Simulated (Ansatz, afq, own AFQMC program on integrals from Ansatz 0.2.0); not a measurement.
Two steps: Ansatz 0.2.0 writes the Fock matrix and Cholesky factors of the valence space, and afq projects on them the lowest state that overlaps trial and start.

```yaml
crystal:
  periodic: [false, false, false]
  atoms:
    - {symbol: Si, position_ang: [-0.062911, 0.000000, 1.292119]}
    - {symbol: Al, position_ang: [0.034038, 0.000000, -1.508781]}
    - {symbol: H, position_ang: [0.420891, -1.328545, 2.192307]}
    - {symbol: H, position_ang: [0.420891, 1.328545, 2.192307]}
basis:
  gaussian: {orbitals: cc-pVDZ}
magnetization: {spin_polarized: true, initial_magnetization: 1}
correlation: {method: ccsd_t, electrons: outside_noble_gas, hamiltonian_folder: ham}
```

```sh
$ ansatz run in.yaml --threads 1 --pin off --events-out ev --progress --plain --max-ram 1382MiB
```

afq runs on the folder ham with

```
--method phaseless --trial hf --walkers 120 --populations 1 --least-time 40 --time-step 0.005 --steps-per-block 20 --equilibration-blocks 112 --max-blocks 600 --target-error 0.00108 --factor-cut 1e-05 --start spin_pure --seed 5910 --taylor-order 6
```

Times are imaginary, in 1/Eh. The walk had a cap of 1011 s.

Output of the walk:

```
orbitals 36  electrons 5 4  factors 259 of 455
reference energy -531.93021625 Eh
CCSD correlation -0.16950177 Eh in 15 cycles, weight of the determinant in the CISD state 0.8221
energy of the start -531.932201 Eh
 block  time / (1/Eh)  mean weight  energy / Eh
     1     0.100  0.9999  -531.954497
     2     0.200  1.0000  -531.972392
     3     0.300  1.0003  -531.989679
     4     0.400  1.0010  -532.003709
     5     0.500  1.0003  -532.015774
    10     1.000  1.0008  -532.054556
    86     8.600  1.0000  -532.122057
   171    17.100  1.0007  -532.095893
   205    20.500  0.9992  -532.131691
   256    25.600  1.0005  -532.130583
   341    34.100  1.0007  -532.105264
   426    42.600  1.0006  -532.122230
   511    51.100  0.9997  -532.107111
   528    52.800  1.0000  -532.088854
   596    59.600  1.0005  -532.131120
   681    68.100  0.9996  -532.110940
   698    69.800  1.0001  -532.095816
blocks merged  error / Eh  count
     1  0.000480  600
     2  0.000653  300
     4  0.000843  150
     8  0.001086  75
    16  0.001267  37
    32  0.001178  18
    64  0.001286  9
energy -532.109180 +/- 0.001267 Eh
(rows thinned)
```

The run passed its tests (sampling time, drift between the halves within three errors, error under three times the target), which doesn't prove that it has relaxed.

Against this walk (error 34.5 meV) on the same determinant: CCSD(T) 105.9 meV higher, CCSDT(Q) 49.3 meV higher (within the noise), a separate phaseless walk with a CISD trial and standard settings 83.6 ± 35.8 meV higher. The error is statistical and leaves out the bias of the constraint. The determinant has ⟨S²⟩ = 0.91, so the low cluster orders mix in higher spin (the high orders can go on to a lower state of that spin), while the walk starts as a pure doublet. None of these is a sure reference here.

Cautions: constraint bias not in the error; error above the target (34.5 against 29.4 meV); higher spins were not checked; raised T1 diagnostic (T1 0.047, weight of the determinant 0.82, largest double 0.07); unrestricted determinant spin contaminated (⟨S²⟩ 0.91 against 0.75); the bias of populations of 120 walkers isn't removed.

The walk took 8.5 min on 1 thread of Intel(R) Xeon(R) Processor @ 2.50GHz (Skylake/Cascade Lake), with other jobs on the host. The log's last line is the phaseless energy.

CCSDT and higher add their correlation energy to the determinant of the CCSD(T) run, since their own runs factorise the integrals more tightly (a shift of under 2 meV). A walk keeps the symmetry of its determinant, which the program's search chose and which needn't be the lowest solution, so a lower state of the same spin and another symmetry isn't excluded.
